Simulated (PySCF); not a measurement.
Compound: C4H3FO.
SMILES with atom numbers: `[O:1]=[CH:2][C:3]#[C:4][CH2:5][F:6]` (hydrogens: H7 on C2; H8, H9 on C5)

Method: PBE0-D3(BJ)/def2-SVP geometry optimisation, gas phase (PySCF).

Some entries are withheld. Bonds in one row agree within 0.01 Å.

```csv
coordinate,value
O1=C2,?
C2–C3,?
C3≡C4,1.215 Å
C4–C5,1.454 Å
C5–F6,?
C2–H7,1.117 Å
"C5–H8, C5–H9",1.105 Å
O1–C2–C3,?
C2–C3–C4,178.6°
C3–C4–C5,?
C4–C5–F6,?
```

Problem. Fill in the missing values.

Solution. 
- O1=C2 = 1.205 Å, drawn double (aldehyde oxygen to aldehyde carbon); 0.19 Å below the sum of covalent radii, 1.39 Å.
- C2–C3 = 1.447 Å, drawn single (aldehyde carbon to alkyne carbon); 0.03 Å above the sum of covalent radii, 1.42 Å.
- C5–F6 = 1.365 Å, drawn single (sp3 C–F carbon to alkyl fluorine); 0.04 Å above the sum of covalent radii, 1.33 Å.
- O1–C2–C3 = 124.1°, at the aldehyde carbon; the outer atoms are 2.345 Å apart.
- C3–C4–C5 = 178.4°, at the alkyne carbon; the outer atoms are 2.669 Å apart.
- C4–C5–F6 = 112.5°, at the sp3 C–F carbon; the outer atoms are 2.344 Å apart.

Radii are Cordero's, carbon taken as 0.76, 0.73 or 0.69 Å for four, three, and two or fewer neighbours.

Not checked by PBE0-D3(BJ)/def2-SVP frequencies.
